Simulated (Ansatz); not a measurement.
# CH6AlN (SMILES [CH3][AlH][NH2]): functionals against CCSD(T) at one geometry

An exercise on one series of results from a longer session: the logs are not shown, and one member is left open.

Program: Ansatz 0.2.0, Gaussian basis. Level of theory: single points in def2-TZVPP. These are calculated values, not measurements.

Correlated methods freeze the cores.

**The starting structure**

9 atoms, charge 0, spin multiplicity 1.

Atoms are counted from 1 here; the program's logs count them from 0.

Bond lengths: C1–Al2 2.104 Å, C1–H4 1.143 Å, C1–H5 1.226 Å, C1–H6 1.086 Å, Al2–N3 1.856 Å, Al2–H7 1.628 Å, N3–H8 1.162 Å, N3–H9 0.988 Å. Angles: Al2–C1–H4 111.3°, Al2–C1–H5 110.5°, Al2–C1–H6 112.1°, H4–C1–H5 102.9°, H4–C1–H6 110.9°, H5–C1–H6 108.7°, C1–Al2–N3 126.2°, C1–Al2–H7 117.5°, N3–Al2–H7 116.2°, Al2–N3–H8 126.8°, Al2–N3–H9 131.4°, H8–N3–H9 99.2°.

Geometry (Å):

```
C    -0.8533    0.9464   -0.9706
Al    0.6685   -0.1684   -0.0386
N     0.5252   -1.0974    1.5619
H    -1.6797    0.2659   -1.3712
H    -0.4295    1.4887   -1.9853
H    -1.2632    1.7081   -0.3132
H     2.1139   -0.2392   -0.7845
H     0.4861   -2.2507    1.6950
H     0.7485   -0.8397    2.4888
```

Set-up of the first run:

File run/in.yaml:

```yaml
crystal:
  periodic: [false, false, false]
  atoms:
    - {symbol: C, position_ang: [-0.853300, 0.946400, -0.970600]}
    - {symbol: Al, position_ang: [0.668500, -0.168400, -0.038600]}
    - {symbol: N, position_ang: [0.525200, -1.097400, 1.561900]}
    - {symbol: H, position_ang: [-1.679700, 0.265900, -1.371200]}
    - {symbol: H, position_ang: [-0.429500, 1.488700, -1.985300]}
    - {symbol: H, position_ang: [-1.263200, 1.708100, -0.313200]}
    - {symbol: H, position_ang: [2.113900, -0.239200, -0.784500]}
    - {symbol: H, position_ang: [0.486100, -2.250700, 1.695000]}
    - {symbol: H, position_ang: [0.748500, -0.839700, 2.488800]}
basis:
  gaussian: {orbitals: def2-TZVPP}
correlation: {method: ccsd_t}
output: {forces: true}
```

No record of the launch command was kept for these runs.

Steps of the session up to this table: CCSD(T)/def2-TZVPP; PBE0-D4/def2-TZVPP; wB97M-V/def2-TZVPP; r2SCAN-D4/def2-TZVPP; PBE-D4/def2-TZVPP; r2SCANh-D4/def2-TZVPP; BLYP-D4/def2-TZVPP.

One of the session's tables, all rows but one given; the rest of the session is left out.

```
    method  RMS force component (eV/Å)  angle to CCSD(T) forces (°)  dipole (D)
   CCSD(T)                       1.441                    reference        0.93
   PBE0-D4                       1.471                          1.5        0.91
   wB97M-V                       1.468                          1.5        0.94
 r2SCAN-D4                       1.440                          1.7        0.95
    PBE-D4                       1.389                          4.9        0.91
r2SCANh-D4                       1.465                          1.9        0.95
   BLYP-D4                           ?                            ?           ?
```

**Question.** Estimate the row for BLYP-D4.

As computed: RMS force component (eV/Å): 1.359; angle to CCSD(T) forces (°): 4.2; dipole (D): 0.91. In the column «RMS force component (eV/Å)» it is the lowest.
